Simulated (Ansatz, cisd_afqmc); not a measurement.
System: CHN, charge 0, singlet. CHN (SMILES [C-]#[NH+]).
B3LYP-D3(BJ)/def2-TZVP minimum from Ansatz (a quantum-chemistry and plane-wave program):
```xyz
3

C      0.0000     0.0000    -0.7364
N      0.0000     0.0000     0.4276
H      0.0000     0.0000     1.4250
```

Total energies in cc-pVTZ, 10 correlated electrons, 2 frozen orbitals. UHF or UKS for unpaired electrons; spin-orbit terms are left out. Cores are frozen in correlated methods. No relativity. The Monte Carlo rows (phaseless AFQMC, CISD trial, step 0.005/hartree) carry one-sigma bars that omit the constraint's bias. Outlying blocks are dropped, and bars are widened where a walk drifts. Over all cases where full CI ran beside it in this data, AFQMC minus full CI had a median of +0.1 mEh and passed +0.4 mEh in a tenth of the cases.

| method | program | energy (Eh) | minus CCSDT(Q) (mEh) |
|---|---|---|---|
| HF | Ansatz | -92.89264 | 359.78 |
| MP2 | Ansatz | -93.22468 | 27.74 |
| CCSD | Ansatz | -93.23403 | 18.39 |
| CCSD(T) | Ansatz | -93.25116 | 1.26 |
| CCSDT(Q) | Ansatz | -93.25242 | 0.00 |
| AFQMC/CISD | cisd_afqmc | -93.2518 ± 0.0004 | 0.6 ± 0.4 |

Rough core times of Ansatz's runs on a shared machine: CCSD(T) under 20 s, CCSDT(Q) 80 s.
